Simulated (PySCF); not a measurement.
Species: C3H3ClN2.
SMILES: `Clc1c[nH]cn1`

Computed with PySCF 2.14.0, density-fitted response routines, TDDFT CAM-B3LYP/def2-SVPD, vertical, gas phase, core orbitals frozen in the response. Isolated species at its PBE0-D3(BJ)/def2-SVP geometry, gas phase.

Predict the UV-vis stick spectrum at this level.

| state | E (eV) | λ (nm) | f | \|μ\| (D) | symmetry | main configurations (H = HOMO, L = LUMO) |
| --- | --- | --- | --- | --- | --- | --- |
| S1 | 6.06 | 204.7 | 0.0002 | 0.09 | – | H→L (94%) |
| S2 | 6.31 | 196.5 | 0.107 | 2.11 | A′ | H→L+1 (94%) |
| S3 | 6.76 | 183.3 | 0.0000 | 0.01 | – | H→L+2 (71%), H→L+3 (11%) |
| S4 | 6.90 | 179.6 | 0.0033 | 0.36 | A″ | H-2→L+1 (88%) |
| S5 | 6.99 | 177.3 | 0.088 | 1.82 | A′ | H→L+4 (76%), H-1→L+1 (18%) |
| S6 | 7.21 | 171.9 | 0.0069 | 0.50 | A″ | H→L+5 (40%), H→L+3 (34%), H→L+2 (16%) |
| S7 | 7.44 | 166.6 | 0.0073 | 0.51 | A″ | H→L+5 (45%), H→L+3 (41%) |
| S8 | 7.75 | 160.1 | 0.0041 | 0.37 | A″ | H-1→L (89%) |
| S9 | 7.89 | 157.2 | 0.0027 | 0.30 | A″ | H-2→L+4 (82%) |
| S10 | 7.93 | 156.4 | 0.377 | 3.54 | A′ | H-1→L+1 (73%), H→L+4 (18%) |

Triplets, Tamm–Dancoff:

```json
{"state": "T1", "E (eV)": "4.31", "λ (nm)": "287.4", "main configurations (H = HOMO, L = LUMO)": "H→L+1 (87%)"}
{"state": "T2", "E (eV)": "5.56", "λ (nm)": "223.1", "main configurations (H = HOMO, L = LUMO)": "H→L+4 (78%)"}
{"state": "T3", "E (eV)": "5.92", "λ (nm)": "209.4", "main configurations (H = HOMO, L = LUMO)": "H→L (80%)"}
{"state": "T4", "E (eV)": "6.10", "λ (nm)": "203.3", "main configurations (H = HOMO, L = LUMO)": "H-1→L+1 (70%), H-1→L+4 (9%)"}
```

The lowest singlet lies at 6.06 eV (205 nm, ultraviolet) and is dark (f under 0.0005); its leading configuration is HOMO→LUMO (94%). The most intense listed level is S10 at 7.93 eV (156 nm, f = 0.377), 1.87 eV above S1. It is the last of those listed, so stronger ones may follow. Löwdin shares by element: HOMO carbon 62%, chlorine 20% (atoms not listed hold the other 18%); LUMO hydrogen 34% or more, carbon 31% or more, nitrogen 11% or more (atoms not listed hold the other 24%). Of the 10 states listed, 3 reach f = 0.01 and 2 stay under 0.0005. The oscillator strengths of these states sum to 0.596; summed over the whole spectrum of an exact calculation they would give the number of electrons, 52 (Thomas–Reiche–Kuhn). The listed states span 1.87 eV, and the widest gap between neighbours is 0.45 eV (S2 to S3). The vertical ionisation energy (ΔSCF) is 8.90 eV, 0.97 eV above S10. Symmetry labels in Cs follow from the direction of the transition dipole and are given only for states with f of 0.002 or more. Singlets were solved by full linear response, triplets in the Tamm–Dancoff approximation.
